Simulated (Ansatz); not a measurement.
**What each rung costs, and what it gives**

The pair of HCl (SMILES Cl, atoms 1–2) and CH$_{4}$O (SMILES CO, atoms 3–8), both closed shells, in one local arrangement (a lower one may exist), relaxed at PBE0-D4/def2-TZVP:

Cl1  (0.602, 0.831, -2.647)
H2  (0.529, 0.099, -1.559)
C3  (-0.201, 0.142, 0.918)
O4  (0.313, -0.748, -0.063)
H5  (0.503, 0.969, 0.991)
H6  (-0.273, -0.346, 1.894)
H7  (-1.180, 0.539, 0.633)
H8  (-0.293, -1.486, -0.168)
(Å)

Interaction energies are counterpoise-corrected; the time is that of the whole pair.

Ansatz 0.2.0; basis: as named in each row; cores frozen in the correlated methods. B3LYP uses VWN-RPA correlation. Extrapolation: Hartree–Fock as exp(−7.88 √X), correlation as X^−2.97.

Times are rough, for one single point on 4 threads of a shared host (Arm Neoverse V1).

The estimate by CCSD(T) at an estimated basis limit (MP2 extrapolated from triple and quadruple zeta, plus CCSD(T) − MP2 in triple zeta) is -6.60 kcal/mol.

```tsv
method	basis	time (s)	interaction energy (kcal/mol)	method less estimate
HF	STO-3G	under 1	-4.85	1.75
PBE-D4	STO-3G	under 1	-14.21	-7.61
SPW92	def2-SVP	under 1	-11.43	-4.83
B3LYP-D4	6-31G	under 1	-10.64	-4.04
PBE-D4	def2-SVP	under 1	-7.92	-1.32
PBE0-D4	def2-SVP	under 1	-7.82	-1.22
CCSD(T)	def2-SVP	under 1	-3.82	2.78
PBE-D4	def2-TZVPPD	1	-7.88	-1.28
revPBE-D4	def2-TZVPPD	1	-6.94	-0.33
BLYP-D4	def2-TZVPPD	1	-6.96	-0.36
PBE0-D4	def2-TZVPPD	2	-7.62	-1.01
B3LYP-D4	def2-TZVPPD	2	-7.12	-0.51
HSE06-D4	def2-TZVPPD	2	-7.59	-0.99
wB97M-V	def2-SVP	2	-6.55	0.05
r2SCAN-D4	def2-TZVPPD	2	-7.78	-1.17
B2PLYP	def2-TZVPPD	3	-6.14	0.47
wB97X-V	def2-TZVPPD	4	-6.76	-0.16
B97M-V	def2-TZVPPD	5	-6.90	-0.30
wB97M-V	def2-TZVPPD	5	-6.61	-0.01
MP2	def2-QZVPPD	9	-7.11	-0.51
CCSD(T)	def2-TZVPPD	37	-5.82	0.78
```

The T1 diagnostic stays at or below 0.010.
